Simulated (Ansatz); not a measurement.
What each rung costs, and what it gives

The pair of NH4⁺ (SMILES [NH4+], atoms 1–5) and CH3F (SMILES CF, atoms 6–10), both closed shells, in one local arrangement (a lower one may exist), relaxed at PBE0-D4/def2-TZVP:

```tsv
atom	x (Å)	y (Å)	z (Å)
N1	-0.0418	0.0392	-1.9434
H2	-0.7627	-0.5926	-2.2962
H3	-0.0487	0.0205	-0.8997
H4	-0.2380	0.9863	-2.2709
H5	0.8682	-0.2582	-2.2976
C6	0.0780	-0.0409	2.0243
F7	-0.4149	-0.0107	0.6936
H8	0.6885	0.8478	2.1702
H9	0.6607	-0.9526	2.1394
H10	-0.7893	-0.0388	2.6801
```

Interaction energies are counterpoise-corrected; the time is that of the whole pair.

Ansatz 0.2.0; basis: as named in each row; cores frozen in the correlated methods. B3LYP uses VWN-RPA correlation. Extrapolation: Hartree–Fock as exp(−7.88 √X), correlation as X^−2.97.

Times are rough, for one single point on 4 threads of a shared host (Arm Neoverse V2).

The estimate by CCSD(T) at an estimated basis limit (MP2 extrapolated from triple and quadruple zeta, plus CCSD(T) − MP2 in triple zeta) is -0.719 eV.

```
   method        basis  time (s)  interaction energy (eV)  method less estimate
       HF       STO-3G   under 1                   -0.570                 0.149
   PBE-D4       STO-3G   under 1                   -0.856                -0.137
    SPW92     def2-SVP   under 1                   -0.890                -0.171
 B3LYP-D4        6-31G   under 1                   -0.871                -0.152
   PBE-D4     def2-SVP   under 1                   -0.749                -0.030
  PBE0-D4     def2-SVP   under 1                   -0.766                -0.047
  CCSD(T)     def2-SVP         1                   -0.678                 0.041
   PBE-D4  def2-TZVPPD         1                   -0.712                 0.007
revPBE-D4  def2-TZVPPD         1                   -0.655                 0.064
  BLYP-D4  def2-TZVPPD         1                   -0.701                 0.018
  wB97M-V     def2-SVP         1                   -0.755                -0.036
  PBE0-D4  def2-TZVPPD         1                   -0.726                -0.007
 B3LYP-D4  def2-TZVPPD         2                   -0.729                -0.010
 HSE06-D4  def2-TZVPPD         2                   -0.725                -0.006
r2SCAN-D4  def2-TZVPPD         2                   -0.712                 0.007
   B2PLYP  def2-TZVPPD         3                   -0.706                 0.013
  wB97X-V  def2-TZVPPD         4                   -0.711                 0.008
  wB97M-V  def2-TZVPPD         4                   -0.712                 0.007
   B97M-V  def2-TZVPPD         4                   -0.708                 0.011
      MP2  def2-QZVPPD        10                   -0.712                 0.007
  CCSD(T)  def2-TZVPPD        53                   -0.692                 0.027
```

The T1 diagnostic stays at or below 0.011.
